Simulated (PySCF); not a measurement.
Zinc-blende AlN (metastable phase) was calculated with G0W0@PBE0 in PySCF (GTH pseudopotentials, Gaussian basis, analytic continuation).

The same calculation (at the measured cell, 10.503 Å³/atom) with different numerical settings; throughout: k mesh 2×2×2:

| run | basis | gap over the k-points evaluated (eV) |
|---|---|---|
| 1 | DZ | 4.316 |
| 2 | TZ | 4.569 |
| 3 | QZ | 4.705 |

In the column gap over the k-points evaluated (eV) the first row differs from the last by -0.389 and the next to last by -0.136.

The last row is no converged limit: other settings stay fixed.
